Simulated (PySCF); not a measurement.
## Silicon: a sound run and one with changed settings

Sound run: Si [Ne] 3s2 3p2, Si⁺ [Ne] 3s2 3p1. All numbers are calculated (PySCF 2.14, no relativity, point nucleus, in pcseg-2 (5s4p2d1f, 34 functions)). In the sound run the correlated levels freeze [Ne]. The sound run starts from symmetry-adapted Hartree-Fock orbitals and uses a fine grid where one is needed.

Changed run: all electrons correlated in a basis built for the valence shell.

| species | method | sound run (hartree) | changed run (hartree) | converged |
| --- | --- | --- | --- | --- |
| Si | MP2 | -288.89764 | -288.96118 | yes |
| Si | CCSD(T) | -288.91524 | -288.97951 | yes |
| Si⁺ | MP2 | -288.60705 | -288.67105 | yes |
| Si⁺ | CCSD(T) | -288.62400 | -288.68872 | yes |

Ionisation energy of Si:

| method | sound run (eV) | changed run (eV) |
| --- | --- | --- |
| UHF | 7.635 | 7.635 |
| MP2 | 7.907 | 7.895 |
| SCS-MP2 | 7.838 | 7.827 |
| CCSD | 7.904 | 7.894 |
| CCSD(T) | 7.925 | 7.913 |

A valence basis has no tight correlating functions, so it recovers only part of the core correlation, and not evenly between atom and ion.

For comparison, NIST gives 8.152 eV between the lowest levels.
